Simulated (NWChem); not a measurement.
# CH5MgN (MgMe(NH2)): levels of theory compared

We compute a comparison of 5 runs (HF/STO-3G, HF/3-21G, B3LYP/6-31G*, r2SCAN/pcseg-2) of CH5MgN (MgMe(NH2)). 

Program for the calculation: NWChem 7.3.0.

## (1) Starting point

CH5MgN has 8 atoms, charge 0, and is taken as a singlet. SMILES: `[CH3][Mg][NH2]`. The shape comes from GFN1-xTB, which is rough for such elements, and wasn't checked as a minimum.

Bond lengths: Mg1–C2 2.088 Å, Mg1–N6 1.921 Å, C2–H3 1.088 Å, C2–H4 1.093 Å, C2–H5 1.091 Å, N6–H7 1.016 Å, N6–H8 1.014 Å. Angles: C2–Mg1–N6 148.3°, Mg1–C2–H3 115.4°, Mg1–C2–H4 106.1°, Mg1–C2–H5 109.3°, Mg1–N6–H7 110.7°, Mg1–N6–H8 114.8°, H3–C2–H4 108.6°, H3–C2–H5 108.6°, H4–C2–H5 108.6°, H7–N6–H8 105.4°.

## (2) Energy and gradient at HF/STO-3G (run 1)

struct.nw

```
start struct
title "CH5MgN hf"
memory stack 880 mb heap 220 mb global 1100 mb

geometry units angstroms noautosym nocenter noautoz
  Mg      -0.141370       0.397560      -0.359120
  C       -0.006960       0.044430       1.694280
  H        0.098940       0.931840       2.315310
  H        0.872590      -0.587970       1.836070
  H       -0.888850      -0.507140       2.023530
  N       -0.016380      -0.293150      -2.147770
  H        0.843820       0.014900      -2.591910
  H       -0.761790      -0.000480      -2.770390
end

basis spherical bse
  * library STO-3G
end

scf
  thresh 1e-08
  maxiter 80
end

task scf gradient
```

Command:

```console
nwchem struct.nw > struct.out
```

Log:

```text
[...]
  functions       =    24
[...]
  wavefunction    = RHF
[...]
         Total SCF energy =   -291.172848784881
      One-electron energy =   -567.832046754191
      Two-electron energy =    195.378060095139
 Nuclear repulsion energy =     81.281137874172
        Time for solution =      0.5s
[...]
                         RHF ENERGY GRADIENTS
    atom               coordinates                        gradient
                 x          y          z           x          y          z
   1 Mg     -0.267151   0.751279  -0.678638   -0.006413   0.034015  -0.011884
   2 C      -0.013152   0.083961   3.201725    0.003671  -0.012207   0.054347
   3 H       0.186969   1.760922   4.375301    0.000105   0.005999  -0.000299
   4 H       1.648956  -1.111102   3.469669    0.007870  -0.003913  -0.006360
   5 H      -1.679683  -0.958356   3.823917   -0.007978  -0.002683  -0.003211
   6 N      -0.030954  -0.553973  -4.058697    0.004477  -0.007218  -0.063251
   7 H       1.594589   0.028157  -4.898000   -0.010286  -0.006202   0.015049
   8 H      -1.439574  -0.000907  -5.235278    0.008553  -0.007791   0.015609
[...]
```

Wall time 1.2 s (1 thread of AMD EPYC 9R45 (Zen 5), shared host); peak memory 0.099 GiB.

## (3) Energy and gradient at HF/3-21G (run 2)

run.py

```python
from ase import Atoms
from ase.calculators.nwchem import NWChem

mol = Atoms(['Mg', 'C', 'H', 'H', 'H', 'N', 'H', 'H'], positions=[
    [-0.141370, 0.397560, -0.359120],
    [-0.006960, 0.044430, 1.694280],
    [0.098940, 0.931840, 2.315310],
    [0.872590, -0.587970, 1.836070],
    [-0.888850, -0.507140, 2.023530],
    [-0.016380, -0.293150, -2.147770],
    [0.843820, 0.014900, -2.591910],
    [-0.761790, -0.000480, -2.770390],
])

calc = NWChem(
    label='nw',
    theory='scf',
    memory='2200 mb',
    basis='3-21G',
    basispar='spherical bse',
    scf={'nopen': '0', 'rhf': None, 'thresh': '1e-08', 'maxiter': '80'},
)
mol.calc = calc

forces = mol.get_forces()
print("Total energy (eV):", round(mol.get_potential_energy(), 6))
print("forces (eV/A):")
for s, f in zip(mol.symbols, forces):
    print(f"{s:2s} {f[0]:10.5f} {f[1]:10.5f} {f[2]:10.5f}")
print("dipole (e A):", mol.get_dipole_moment().round(4))
```

Command:

```console
export ASE_NWCHEM_COMMAND="nwchem PREFIX.nwi > PREFIX.nwo"
python run.py
```

Log:

```text
Total energy (eV): -7977.389453
forces (eV/A):
Mg    0.04551   -0.74804    0.08125
C    -0.04654    0.30941    0.02299
H     0.00848   -0.14768    0.11174
H    -0.13061    0.03425    0.12449
H     0.13879    0.01270    0.07811
N    -0.07518    1.58586    0.26868
H     0.14660   -0.51330   -0.35486
H    -0.08706   -0.53314   -0.33239
dipole (e A): [-0.0822  0.6776 -0.1701]
```

The calculator wrote nw.nwi:

```
title "nw"

permanent_dir nw

scratch_dir nw

start nw

geometry units angstrom nocenter noautosym noautoz
  Mg -1.4137000000000000e-01 3.9756000000000002e-01 -3.5911999999999999e-01
  C  -6.9600000000000000e-03 4.4429999999999997e-02 1.6942800000000000e+00
  H  9.8940000000000000e-02 9.3184000000000000e-01 2.3153100000000002e+00
  H  8.7258999999999998e-01 -5.8796999999999999e-01 1.8360700000000001e+00
  H  -8.8885000000000003e-01 -5.0714000000000004e-01 2.0235300000000001e+00
  N  -1.6379999999999999e-02 -2.9315000000000002e-01 -2.1477700000000000e+00
  H  8.4382000000000001e-01 1.4900000000000000e-02 -2.5919099999999999e+00
  H  -7.6178999999999997e-01 -4.8000000000000001e-04 -2.7703899999999999e+00
end

memory 2200 mb

basis spherical bse noprint
   * library 3-21G
end

scf
  nopen 0
  rhf
  thresh 1e-08
  maxiter 80
end

task scf gradient
```

nw.nwo:

```text
Northwest Computational Chemistry Package (NWChem) 7.3.0
             --------------------------------------------------------

           Job information
           ---------------

    nwchem branch   = 7.3.0
    use scalapack   = T
    input           = nw.nwi
    prefix          = nw.
    data base       = nw/nw.db
    status          = startup
    nproc           =        1

           Memory information
           ------------------

    heap     =     72089596 doubles =      550.0 Mbytes
    stack    =     72089601 doubles =      550.0 Mbytes
    global   =    144179200 doubles =     1100.0 Mbytes (distinct from heap & stack)
    total    =    288358397 doubles =     2200.0 Mbytes
    verify   = yes
    hardfail = no

           Directory information
           ---------------------

  0 permanent = nw
  0 scratch   = nw

                                NWChem Input Module
                                -------------------

                                        nw
                                        --

[... 124 lines left out ...]
 Convergence threshold     :          1.000E-08
[... 12 lines left out ...]
       Final RHF  results
[... 3 lines left out ...]
      One-electron energy =   -568.713707427036
[... 1 line left out ...]
 Nuclear repulsion energy =     81.281137874172
[... 33 lines left out ...]
                       ROHF Final Molecular Orbital Analysis
[... 204 lines left out ...]
     1   1 0 0     -0.155398      0.000000     -3.190141
[... 8 lines of this table left out ...]
     2   0 0 2    -22.458792      0.000000    279.546741

                              NWChem Gradients Module
                              -----------------------

                                        nw

  wavefunction    =   RHF

                         RHF ENERGY GRADIENTS

    atom               coordinates                        gradient
                 x          y          z           x          y          z
   1 Mg     -0.267151   0.751279  -0.678638   -0.000885   0.014547  -0.001580
   2 C      -0.013152   0.083961   3.201725    0.000905  -0.006017  -0.000447
   3 H       0.186969   1.760922   4.375301   -0.000165   0.002872  -0.002173
[... 4 lines of this table left out ...]
   8 H      -1.439574  -0.000907  -5.235278    0.001693   0.010368   0.006464

                 ----------------------------------------
                 |  Time  |  1-e(secs)   |  2-e(secs)   |
                 ----------------------------------------
                 |  CPU   |       0.00   |       0.21   |
                 ----------------------------------------
                 |  WALL  |       0.00   |       0.21   |
                 ----------------------------------------

 Task  times  cpu:        0.8s     wall:        0.8s
 Total times  cpu:        0.9s     wall:        0.9s
```

Run time: 1.8 s. Hardware: 1 thread of AMD EPYC 9R45 (Zen 5), shared host; peak memory 0.1 GiB.

Run 3 isn't shown in full; the table further down has it.

## (4) Energy and forces at B3LYP/6-31G(d) (Cartesian functions) (run 4)

run.py

```python
from ase import Atoms
from ase.calculators.nwchem import NWChem

atoms = Atoms('MgCHHHNHH', positions=[
    [-0.141370, 0.397560, -0.359120],
    [-0.006960, 0.044430, 1.694280],
    [0.098940, 0.931840, 2.315310],
    [0.872590, -0.587970, 1.836070],
    [-0.888850, -0.507140, 2.023530],
    [-0.016380, -0.293150, -2.147770],
    [0.843820, 0.014900, -2.591910],
    [-0.761790, -0.000480, -2.770390],
])

calc = NWChem(
    label='test',
    theory='dft',
    memory='2200 mb',
    basis='6-31G*',
    dft={'xc': 'b3lyp', 'mult': '1', 'grid': 'xfine', 'convergence': 'energy 1e-08', 'iterations': '100', 'mulliken': None},
)
atoms.calc = calc

forces = atoms.get_forces()
e = atoms.get_potential_energy()
print(f"E = {e:.6f} eV")
print("forces (eV/A):")
for s, f in zip(atoms.symbols, forces):
    print(f"{s:2s} {f[0]:10.5f} {f[1]:10.5f} {f[2]:10.5f}")
print("dipole (e A):", atoms.get_dipole_moment().round(4))
```

Command:

```console
export ASE_NWCHEM_COMMAND="nwchem PREFIX.nwi > PREFIX.nwo"
python run.py
```

Log:

```text
E = -8053.143913 eV
forces (eV/A):
Mg    0.03034   -0.37147    0.32082
C    -0.05548    0.29593   -0.28508
H     0.02982    0.12120    0.21623
H     0.09493   -0.12017    0.12465
H    -0.09960   -0.12562    0.13766
N    -0.05260    0.37605    0.21875
H     0.20898   -0.09122   -0.35975
H    -0.15643   -0.08469   -0.37322
dipole (e A): [-0.0649  0.4978 -0.1053]
```

The calculator wrote test.nwi:

```
title "test"

permanent_dir test

scratch_dir test

start test

geometry units angstrom nocenter noautosym noautoz
  Mg -1.4137000000000000e-01 3.9756000000000002e-01 -3.5911999999999999e-01
  C  -6.9600000000000000e-03 4.4429999999999997e-02 1.6942800000000000e+00
  H  9.8940000000000000e-02 9.3184000000000000e-01 2.3153100000000002e+00
  H  8.7258999999999998e-01 -5.8796999999999999e-01 1.8360700000000001e+00
  H  -8.8885000000000003e-01 -5.0714000000000004e-01 2.0235300000000001e+00
  N  -1.6379999999999999e-02 -2.9315000000000002e-01 -2.1477700000000000e+00
  H  8.4382000000000001e-01 1.4900000000000000e-02 -2.5919099999999999e+00
  H  -7.6178999999999997e-01 -4.8000000000000001e-04 -2.7703899999999999e+00
end

memory 2200 mb

basis noprint
   * library 6-31G*
end

dft
  xc b3lyp
  mult 1
  grid xfine
  convergence energy 1e-08
  iterations 100
  mulliken
end

task dft gradient
```

test.nwo:

```text
Northwest Computational Chemistry Package (NWChem) 7.3.0
             --------------------------------------------------------

           Job information
           ---------------

    nwchem branch   = 7.3.0
    use scalapack   = T
    input           = test.nwi
    prefix          = test.
    data base       = test/test.db
    status          = startup
    nproc           =        1

           Memory information
           ------------------

    heap     =     72089596 doubles =      550.0 Mbytes
    stack    =     72089601 doubles =      550.0 Mbytes
    global   =    144179200 doubles =     1100.0 Mbytes (distinct from heap & stack)
    total    =    288358397 doubles =     2200.0 Mbytes
    verify   = yes
    hardfail = no

           Directory information
           ---------------------

  0 permanent = test
  0 scratch   = test

                                NWChem Input Module
                                -------------------

                                       test
                                       ----

[... 95 lines left out ...]
  convergence criterion.
[... 17 lines left out ...]
          Convergence on gradient requested:  5.00D-04
[... 27 lines left out ...]
          Convergence aids based upon iterative change in
[... 28 lines left out ...]
 1-e energy   =    -566.933360
[... 41 lines left out ...]
         Total DFT energy =     -295.947582605353
[... 2 lines left out ...]
    Exchange-Corr. energy =      -30.774467252566
[... 481 lines left out ...]
          Convergence on energy requested:  1.00D-08
[... 25 lines left out ...]
          Spatial weights used:  Erf1
[... 4 lines left out ...]
          total energy or number of iterations.
[... 18 lines left out ...]
                            NWChem DFT Gradient Module
                            --------------------------

                                       test

  charge          =   0.00
  wavefunction    = closed shell

                         DFT ENERGY GRADIENTS

    atom               coordinates                        gradient
                 x          y          z           x          y          z
   1 Mg     -0.267151   0.751279  -0.678638   -0.000590   0.007224  -0.006239
   2 C      -0.013152   0.083961   3.201725    0.001079  -0.005755   0.005544
   3 H       0.186969   1.760922   4.375301   -0.000580  -0.002357  -0.004205
[... 4 lines of this table left out ...]
   8 H      -1.439574  -0.000907  -5.235278    0.003042   0.001647   0.007258

                 ----------------------------------------
                 |  Time  |  1-e(secs)   |  2-e(secs)   |
                 ----------------------------------------
                 |  CPU   |       0.00   |       1.32   |
                 ----------------------------------------
                 |  WALL  |       0.00   |       1.32   |
                 ----------------------------------------

 Task  times  cpu:       13.1s     wall:       13.1s
 Total times  cpu:       13.1s     wall:       13.1s
```

Wall time 14 s (1 thread of AMD EPYC 9R45 (Zen 5), shared host); peak memory 0.14 GiB.

## (5) Energy and forces at r2SCAN/pcseg-2 (run 5)

run.py

```python
from ase import Atoms
from ase.calculators.nwchem import NWChem

molecule = Atoms(['Mg', 'C', 'H', 'H', 'H', 'N', 'H', 'H'], positions=[
    [-0.141370, 0.397560, -0.359120],
    [-0.006960, 0.044430, 1.694280],
    [0.098940, 0.931840, 2.315310],
    [0.872590, -0.587970, 1.836070],
    [-0.888850, -0.507140, 2.023530],
    [-0.016380, -0.293150, -2.147770],
    [0.843820, 0.014900, -2.591910],
    [-0.761790, -0.000480, -2.770390],
])

calc = NWChem(
    label='struct',
    theory='dft',
    memory='2200 mb',
    basis='pcseg-2',
    basispar='spherical bse',
    dft={'xc': 'r2scan', 'mult': '1', 'grid': 'fine', 'convergence': 'energy 1e-08', 'iterations': '100', 'mulliken': None},
)
molecule.calc = calc

forces = molecule.get_forces()
e = molecule.get_potential_energy()
print(f"E = {e:.6f} eV")
print("forces (eV/A):")
for s, f in zip(molecule.symbols, forces):
    print(f"{s:2s} {f[0]:10.5f} {f[1]:10.5f} {f[2]:10.5f}")
print("dipole (e A):", molecule.get_dipole_moment().round(4))
```

Command:

```console
export ASE_NWCHEM_COMMAND="nwchem PREFIX.nwi > PREFIX.nwo"
python run.py
```

Log:

```text
E = -8052.014507 eV
forces (eV/A):
Mg    0.04818   -0.45262    0.34571
C    -0.05728    0.29583   -0.25361
H     0.01584   -0.00355    0.15421
H    -0.00005   -0.03651    0.09199
H     0.00087   -0.04751    0.09565
N    -0.04453    0.56492    0.08500
H    -0.02185   -0.16388   -0.27660
H     0.05888   -0.15668   -0.24235
dipole (e A): [-0.0785  0.5259 -0.09  ]
```

The calculator wrote struct.nwi:

```
title "struct"

permanent_dir struct

scratch_dir struct

start struct

geometry units angstrom nocenter noautosym noautoz
  Mg -1.4137000000000000e-01 3.9756000000000002e-01 -3.5911999999999999e-01
  C  -6.9600000000000000e-03 4.4429999999999997e-02 1.6942800000000000e+00
  H  9.8940000000000000e-02 9.3184000000000000e-01 2.3153100000000002e+00
  H  8.7258999999999998e-01 -5.8796999999999999e-01 1.8360700000000001e+00
  H  -8.8885000000000003e-01 -5.0714000000000004e-01 2.0235300000000001e+00
  N  -1.6379999999999999e-02 -2.9315000000000002e-01 -2.1477700000000000e+00
  H  8.4382000000000001e-01 1.4900000000000000e-02 -2.5919099999999999e+00
  H  -7.6178999999999997e-01 -4.8000000000000001e-04 -2.7703899999999999e+00
end

memory 2200 mb

basis spherical bse noprint
   * library pcseg-2
end

dft
  xc r2scan
  mult 1
  grid fine
  convergence energy 1e-08
  iterations 100
  mulliken
end

task dft gradient
```

struct.nwo:

```text
Northwest Computational Chemistry Package (NWChem) 7.3.0
             --------------------------------------------------------

           Job information
           ---------------

    nwchem branch   = 7.3.0
    use scalapack   = T
    input           = struct.nwi
    prefix          = struct.
    data base       = struct/struct.db
    status          = startup
    nproc           =        1

           Memory information
           ------------------

    heap     =     72089596 doubles =      550.0 Mbytes
    stack    =     72089601 doubles =      550.0 Mbytes
    global   =    144179200 doubles =     1100.0 Mbytes (distinct from heap & stack)
    total    =    288358397 doubles =     2200.0 Mbytes
    verify   = yes
    hardfail = no

           Directory information
           ---------------------

  0 permanent = struct
  0 scratch   = struct

                                NWChem Input Module
                                -------------------

                                      struct
                                      ------

[... 95 lines left out ...]
  convergence criterion.
[... 17 lines left out ...]
          Convergence on gradient requested:  5.00D-04
[... 24 lines left out ...]
          Convergence aids based upon iterative change in
[... 28 lines left out ...]
 1-e energy   =    -566.910065
[... 42 lines left out ...]
         Total DFT energy =     -295.906077699927
[... 2 lines left out ...]
    Exchange-Corr. energy =      -30.674837392243
[... 1109 lines left out ...]
          Convergence on energy requested:  1.00D-08
[... 22 lines left out ...]
          Spatial weights used:  Erf1
[... 4 lines left out ...]
          total energy or number of iterations.
[... 18 lines left out ...]
                            NWChem DFT Gradient Module
                            --------------------------

                                      struct

  charge          =   0.00
  wavefunction    = closed shell

                         DFT ENERGY GRADIENTS

    atom               coordinates                        gradient
                 x          y          z           x          y          z
   1 Mg     -0.267151   0.751279  -0.678638   -0.000937   0.008802  -0.006723
   2 C      -0.013152   0.083961   3.201725    0.001114  -0.005753   0.004932
   3 H       0.186969   1.760922   4.375301   -0.000308   0.000069  -0.002999
[... 4 lines of this table left out ...]
   8 H      -1.439574  -0.000907  -5.235278   -0.001145   0.003047   0.004713

                 ----------------------------------------
                 |  Time  |  1-e(secs)   |  2-e(secs)   |
                 ----------------------------------------
                 |  CPU   |       0.01   |       7.84   |
                 ----------------------------------------
                 |  WALL  |       0.01   |       7.84   |
                 ----------------------------------------

 Task  times  cpu:       41.3s     wall:       41.3s
 Total times  cpu:       41.3s     wall:       41.3s
```

Wall time 42 s (1 thread of AMD EPYC 9R45 (Zen 5), shared host); peak memory 0.14 GiB.

## (6) All runs side by side

```
run                               level  iteration cap  module  energy (Eh)  dipole moment (D)  HOMO energy (eV)  LUMO energy (eV)  wall time
  1                           HF/STO-3G             80     scf  -291.172849               3.64             -6.24              9.66      1.2 s
  2                            HF/3-21G             80     scf  -293.163658               3.38             -9.07              1.30      1.8 s
  3  B3LYP/6-31G* (spherical functions)            100     dft  -295.944430               2.45             -5.80             -1.16       13 s
  4  B3LYP/6-31G* (Cartesian functions)            100     dft  -295.947583               2.46             -5.79             -1.16       14 s
  5                      r2SCAN/pcseg-2            100     dft  -295.906078               2.59             -5.35             -1.43       42 s
```

## (7) Summary of results

| quantity | value |
| --- | --- |
| run 5: total energy | -295.90608 Eh |
| run 5: dipole moment | 2.59 D |
| run 5: HOMO energy | -5.35 eV |
| run 5: LUMO energy | -1.43 eV |
| run 5: HOMO–LUMO gap | 3.92 eV |
| run 5: largest force on an atom | 0.573 eV/Å |

What this shows: The dipole moment (its size) runs from 2.45 D (B3LYP/6-31G*) to 3.64 D (HF/STO-3G). The two ends differ in method and basis. The HOMO–LUMO gap runs from 3.92 eV (r2SCAN/pcseg-2) to 15.90 eV (HF/STO-3G). Totals of different functionals can't be ranked against each other. In run 1 the basis is minimal, so the values are rough. All runs together took 73 s, the longest 42 s.
